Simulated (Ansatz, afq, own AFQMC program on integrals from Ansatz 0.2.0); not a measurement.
**Where AFQMC and coupled cluster stand for AlB, triplet**

```json
{"atom": "B", "x (Å)": "0.0000", "y (Å)": "0.0000", "z (Å)": "0.0000"}
{"atom": "Al", "x (Å)": "0.0000", "y (Å)": "0.0000", "z (Å)": "2.0234"}
```

Basis cc-pVDZ. Only valence electrons are correlated. Integrals, coupled cluster, full CI and functionals: Ansatz 0.2.0; the random walks run on the same integrals in our own AFQMC program. The CISD trial takes its coefficients from CCSD amplitudes. Released means that phaseless walkers are propagated on without the constraint, phases kept. ± is one standard error of the sampling.

Determinant: UHF, the one that the program's search chose, which needn't be the lowest solution. The geometry is a PBE0/def2-TZVP stationary point of this or a neighbouring charge and spin state.

Full CI on the same integrals is exact in this basis and with this determinant's frozen core.

Cautions: an unrestricted solution with more broken spin lies lower (625 meV, ⟨S²⟩ 2.50); strong correlation (T1 0.085, weight of the determinant 0.78, largest double 0.18); (T) is large, 7 % of the CCSD correlation; unrestricted determinant spin contaminated (⟨S²⟩ 2.15 against 2.00); the released energies have errors that jump between times, so the bars are unsure, so no released level is given (meV from the phaseless value at times in 1/Eh: -12 ± 3 at 0.24, -17 ± 3 at 0.51, -46 ± 16 at 0.99, -42 ± 3 at 1.62, -56 ± 11 at 2.40).

The T1 diagnostic is 0.0848. The weight of the determinant in the CISD state is 0.776, the ⟨S²⟩ of the determinant is 2.147 and the size of the correlated space is 6 electrons in 26 orbitals.

Reference: full CI, correlation energy -4.038 eV. The cautions show a poor starting determinant, so the rows tell how each method copes with it here, and full CI is the sure value.

```
        level  E − E(reference) (kJ/mol)  share of correlation (%)
           HF                      389.6                      0.00
          MP2                      134.3                     65.52
         CCSD                       33.0                     91.54
      CCSD(T)                        9.1                     97.67
        CCSDT                        2.4                     99.39
     CCSDT(Q)                        0.1                     99.97
       CCSDTQ                        0.1                     99.97
  ph-AFQMC/HF                 33.9 ± 1.9                     91.29
ph-AFQMC/CISD                  7.6 ± 0.3                     98.05
```

CCSDT and higher add their correlation energy to the determinant of the CCSD(T) run, since their own runs factorise the integrals more tightly (a shift of under 2 meV). A walk keeps the symmetry of its determinant, which the program's search chose and which needn't be the lowest solution, so a lower state of the same spin and another symmetry isn't excluded.
